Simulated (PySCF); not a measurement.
C2H5, SMILES [CH2]C, multiplicity 2. Atoms are numbered in the order given.

```xyz
7

C      0.7908    -0.0183     0.0000
C     -0.6906    -0.0020     0.0000
H      1.3479     0.0404    -0.9265
H      1.3479     0.0404     0.9265
H     -1.0896     1.0247     0.0000
H     -1.1038    -0.4919    -0.8857
H     -1.1038    -0.4919     0.8857
```
Charge 0, spin multiplicity 2.

Coordinates come from a r2SCAN-D4/def2-TZVP optimisation. The isomer is the one that the SMILES or the coordinates give; other isomers of the formula were not compared.

Two levels are set side by side: PBE/pcH-1 (PySCF) and B3LYP/pcH-1 (PySCF). Contact hyperfine couplings, same geometry. Differences are taken from unrounded values.

```
quantity                        PBE
----------------------------  -----
A(iso) of 13C, atom C1 (MHz)   81.4
A(iso) of 13C, atom C2 (MHz)  -33.5
A(iso) of 1H, atom H3 (MHz)   -61.6
A(iso) of 1H, atom H4 (MHz)   -61.6
A(iso) of 1H, atom H5 (MHz)   163.7
A(iso) of 1H, atom H6 (MHz)    39.8
A(iso) of 1H, atom H7 (MHz)    39.8
```

Question: These are the PBE values. What does B3LYP give? (The exact figures need the calculation; the answer reports its results.)

Answer: 
```json
[
 {"quantity": "A(iso) of 13C, atom C1 (MHz)", "B3LYP": "96.7", "PBE minus B3LYP": "-15.3"},
 {"quantity": "A(iso) of 13C, atom C2 (MHz)", "B3LYP": "-35.1", "PBE minus B3LYP": "1.6"},
 {"quantity": "A(iso) of 1H, atom H3 (MHz)", "B3LYP": "-63.9", "PBE minus B3LYP": "2.4"},
 {"quantity": "A(iso) of 1H, atom H4 (MHz)", "B3LYP": "-63.9", "PBE minus B3LYP": "2.4"},
 {"quantity": "A(iso) of 1H, atom H5 (MHz)", "B3LYP": "165.9", "PBE minus B3LYP": "-2.2"},
 {"quantity": "A(iso) of 1H, atom H6 (MHz)", "B3LYP": "41.0", "PBE minus B3LYP": "-1.2"},
 {"quantity": "A(iso) of 1H, atom H7 (MHz)", "B3LYP": "41.0", "PBE minus B3LYP": "-1.2"}
]
```

Rough cost on one machine, each run with all the roots and properties that it gave: B3LYP against PBE within a factor of 2.
